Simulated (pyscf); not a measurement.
**Four-centre exchange: H₃C–CH₂–Be–CH₂–CH₃ + H₂ → HBe–CH₂–CH₃ + H₃C–CH₃**

Gas phase, singlet surface, charge 0. Bonds broken: Be1–C2, H16–H17. Bonds formed: Be1–H16, C2–H17. Structures and frequencies: ωB97X-D3(BJ)/def2-SVP in PySCF.

Transition state (Å):

```xyz
17

Be    -0.6169     0.0614     1.1942
C      0.7411    -0.9802     0.6164
C     -0.3349    -1.3449    -0.4164
C     -1.0248     1.6811     0.8351
C     -0.3676     2.2638    -0.4265
H      1.5134    -0.2958     0.2383
H      1.2320    -1.8717     1.0301
H     -0.3884    -2.4216    -0.6320
H     -0.2300    -0.7903    -1.3582
H     -1.3786    -1.1106    -0.0457
H     -2.1235     1.8008     0.7690
H     -0.7404     2.2995     1.7104
H      0.7338     2.1979    -0.3804
H     -0.6172     3.3268    -0.5928
H     -0.6790     1.7219    -1.3372
H     -1.0242    -0.8280     2.2956
H     -0.0904    -0.9966     1.9117
```

One imaginary mode, 1192i cm⁻¹; descent along it reached the two sides named.

| bond | change | reactant side (Å) | saddle | product side |
|---|---|---|---|---|
| Be1–C2 | breaks | 1.693 | 1.806 | 3.3 |
| H16–H17 | breaks | 0.761 | 1.024 | 2.8 |
| Be1–H16 | forms | 2.9 | 1.473 | 1.339 |
| C2–H17 | forms | 3.2 | 1.539 | 1.104 |

Electronic energies relative to the separated reactants (kJ/mol):

```csv
level,barrier,reaction energy,reverse barrier
ωB97X-D3(BJ)/def2-TZVP,102.8,-29.5,132.4
PBE/def2-TZVP,78.9,-26.7,105.6
r²SCAN/def2-TZVP,82.8,-27.4,110.2
B3LYP-D3(BJ)/def2-TZVP,101.4,-29.5,130.9
PBE0-D3(BJ)/def2-TZVP,81.4,-28.1,109.5
M06-2X/def2-TZVP,107.8,-21.6,129.3
ωB97M-D3(BJ)/def2-TZVP,100.2,-30.4,130.6
HF/def2-TZVP,182.3,-57.3,239.6
```

With ωB97M-D3(BJ)/def2-TZVP energies and thermal terms (ideal gas, 1 atm, RRHO with modes under 100 cm⁻¹ raised to 100, one conformer, R ln 2 for chiral ones without a mode under 150 cm⁻¹), in kJ/mol:

| T (K) | ΔH‡ | ΔG‡ | ΔH | ΔG |
|---|---|---|---|---|
| 298 | 107.0 | 143.9 | -18.9 | -26.8 |
| 600 | 102.4 | 183.3 | -25.1 | -32.2 |
| 900 | 100.9 | 224.2 | -29.7 | -34.6 |
| 1200 | 101.1 | 265.2 | -32.8 | -35.8 |

At the saddle there is also a short Be–H contact that neither side keeps. HBe–CH₂–CH₃ lies 75.2 kJ/mol over its isomer H₃C–Be–CH₃ (electronic energy, ωB97M-D3(BJ)/def2-TZVP). One saddle was located; it need not be the lowest between these sides.
